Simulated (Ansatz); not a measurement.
`O=C[SiH3]`, charge 0, multiplicity 1.

(1) Give a relaxed structure at PBE0-D4/def2-TZVP (Ansatz 0.2.0). (Estimate.)

Results:

(1) The calculation gave: 
Cartesian coordinates in Å:
```
O 1.869 -0.776 -0.130
C 0.674 -0.916 -0.077
Si -0.489 0.620 0.054
H 0.241 -1.944 -0.103
H -0.129 1.360 1.288
H -0.257 1.470 -1.140
H -1.910 0.188 0.109
```
Point group Cs.
